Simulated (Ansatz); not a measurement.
**1T (CdI2-type) TiTe2**

These are PBE-D3(BJ) in Ansatz (plane waves, PAW) values and carry that method's errors.

Run with plane-wave cutoff 500 eV, 12×12×6 k mesh (along the axes of the cell as run), Fermi–Dirac smearing 0.05 eV, no spin polarisation, scalar-relativistic PAW data made under PBE.

Cell (relaxed at this level):

```cif
data_Te2Ti
_chemical_formula_sum 'Ti1 Te2'
_space_group_name_H-M_alt 'P 1'
_space_group_IT_number 1
_cell_length_a 3.69861
_cell_length_b 3.69861
_cell_length_c 6.37897
_cell_angle_alpha 90.000
_cell_angle_beta 90.000
_cell_angle_gamma 120.000
loop_
_space_group_symop_operation_xyz
  'x, y, z'
loop_
_atom_site_label
_atom_site_type_symbol
_atom_site_fract_x
_atom_site_fract_y
_atom_site_fract_z
_atom_site_occupancy
Ti1 Ti 0.00000 0.00000 0.00000 1
Te1 Te 0.66667 0.33333 0.72887 1
Te2 Te 0.33333 0.66667 0.27113 1
```

```json
{
  "band_gap": "none"
}
```

Note: the volume lies 6 % below that of the published cell.

Spin–orbit coupling is not included.

Static lattice: no zero-point or thermal effects.

Ansatz is a first-principles code.
